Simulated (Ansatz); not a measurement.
**AlBH₆Si: how energies converge with the basis set**

An exercise on one series of results from a longer session: the logs are not shown, and one member is left open.

Method: one geometry, several basis sets; program: Ansatz 0.2.0, Gaussian basis.

The runs, in order: PBE0-D4/def2-SVP; ωB97M-V/def2-SVP; PBE0-D4/def2-QZVPP; ωB97M-V/def2-QZVPP; the functionals' def2-TZVPP values are taken from earlier runs.

### The geometry

An earlier PBE0-D4 in a triple-zeta def2 set relaxation fixed the geometry.

SMILES `[BH2][AlH][SiH3]`, 9 atoms, charge 0, spin multiplicity 1.

Atoms are counted from 1 here; the program's logs count them from 0.

Bond lengths: B1–Al2 2.109 Å, B1–H4 1.200 Å, B1–H5 1.200 Å, Al2–Si3 2.466 Å, Al2–H6 1.595 Å, Si3–H7 1.493 Å, Si3–H8 1.491 Å, Si3–H9 1.492 Å. Angles: Al2–B1–H4 122.6°, Al2–B1–H5 122.8°, H4–B1–H5 114.6°, B1–Al2–Si3 120.7°, B1–Al2–H6 121.8°, Si3–Al2–H6 117.5°, Al2–Si3–H7 109.9°, Al2–Si3–H8 113.3°, Al2–Si3–H9 111.9°, H7–Si3–H8 107.0°, H7–Si3–H9 107.1°, H8–Si3–H9 107.4°.

Set-up of the first run:

in.yaml

```yaml
crystal:
  periodic: [false, false, false]
  atoms:
    - {symbol: B, position_ang: [-1.144528, 1.030239, -1.599186]}
    - {symbol: Al, position_ang: [0.282409, 0.910839, -0.051042]}
    - {symbol: Si, position_ang: [0.658787, -1.208274, 1.153160]}
    - {symbol: H, position_ang: [-0.882622, 0.770694, -2.741529]}
    - {symbol: H, position_ang: [-2.291789, 1.324636, -1.404770]}
    - {symbol: H, position_ang: [1.172659, 2.165435, 0.370032]}
    - {symbol: H, position_ang: [1.972256, -1.794053, 0.750799]}
    - {symbol: H, position_ang: [-0.382181, -2.238443, 0.874702]}
    - {symbol: H, position_ang: [0.703408, -1.007270, 2.630634]}
basis:
  gaussian: {orbitals: def2-SVP}
hamiltonian: {xc: pbe0, dispersion: d4}
output: {orbitals: {seedname: orbitals}}
```

The run is started by

```bash
ansatz run in.yaml --threads 2 --pin off --events-out ev --progress --plain --max-ram 4352MiB
```

Steps of the session up to this table: PBE0-D4 in def2-SVP; ωB97M-V in def2-SVP; PBE0-D4 in def2-QZVPP; ωB97M-V in def2-QZVPP.

One table of the session follows, with a row left open; its other results are not shown here.

It belongs to the step «Density functionals: the series». 

```
functional       basis  HOMO (eV)  LUMO (eV)
   PBE0-D4    def2-SVP      -7.22      -2.38
   PBE0-D4  def2-TZVPP      -7.19      -2.41
   PBE0-D4  def2-QZVPP      -7.19      -2.42
   ωB97M-V    def2-SVP          ?          ?
   ωB97M-V  def2-TZVPP      -9.17      -0.50
   ωB97M-V  def2-QZVPP      -9.17      -0.56
```

**Question.** Estimate the row for ωB97M-V, def2-SVP.

**Answer.** HOMO (eV): -9.17; LUMO (eV): -0.36.
